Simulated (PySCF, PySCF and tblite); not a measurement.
One step of a conformer study of C₃H₆O, numbered as in [CH2:1]=[CH:2][CH2:3][OH:4]: B3LYP/def2-TZVP single-point energy, IEF-PCM chloroform in PySCF; conformer with -127°, 57°.

Torsions listed: C1–C2–C3–O4, C2–C3–O4–H4. Of a mirror pair one member is shown.

Input:

```
{"job": {"xc": "B3LYP", "basis": "def2-TZVP", "solvent": "chloroform", "kind": "sp"}, "charge": 0, "multiplicity": 1}
C      1.523222     0.260523    -0.290737
C      0.432807     0.116242     0.463102
C     -0.834171    -0.544759     0.016680
O     -1.961584     0.269268     0.213333
H      1.557913    -0.117815    -1.318362
H      2.424849     0.749562     0.087448
H      0.416071     0.509863     1.487361
H     -1.008933    -1.452251     0.619377
H     -0.731371    -0.877819    -1.036200
H     -1.809921     1.091841    -0.264529
```

Launched as:

```sh
OMP_NUM_THREADS=1 python ens_run.py task.json out
```

Output (atoms count from 0 there):

```
coarse grid: 8064 points
cycle   1  E = -193.1242425370  dE =  3.292e-01  |g| = 6.801e-01  |ddm| = 2.192e+00
cycle   2  E = -193.0185342616  dE =  1.057e-01  |g| = 1.033e+00  |ddm| = 1.297e+00
cycle   3  E = -193.2091509703  dE = -1.906e-01  |g| = 9.653e-02  |ddm| = 8.914e-01
cycle   4  E = -193.2108959279  dE = -1.745e-03  |g| = 3.453e-02  |ddm| = 8.170e-02
cycle   5  E = -193.2111912261  dE = -2.953e-04  |g| = 4.945e-03  |ddm| = 2.465e-02
cycle   6  E = -193.2111956759  dE = -4.450e-06  |g| = 1.997e-03  |ddm| = 4.365e-03
final grid: 77064 points
cycle   7  E = -193.2069796416  dE = -4.150e-05  |g| = 5.542e-03  |ddm| = 4.640e-02
cycle   8  E = -193.2069725025  dE =  7.139e-06  |g| = 7.668e-03  |ddm| = 7.953e-03
cycle   9  E = -193.2069866665  dE = -1.416e-05  |g| = 1.161e-03  |ddm| = 4.705e-03
cycle  10  E = -193.2069869795  dE = -3.130e-07  |g| = 2.399e-04  |ddm| = 9.132e-04
cycle  11  E = -193.2069869936  dE = -1.411e-08  |g| = 6.128e-05  |ddm| = 1.898e-04
cycle  12  E = -193.2069869941  dE = -5.422e-10  |g| = 3.085e-05  |ddm| = 5.091e-05
converged SCF energy = -193.2069869941
```

It took 5.1 s on 1 thread of Intel Xeon Platinum 8259CL @ 2.50GHz, shared host (rough), peak memory 0.68 GiB, launched as `OMP_NUM_THREADS=1 python ens_run.py task.json out`.
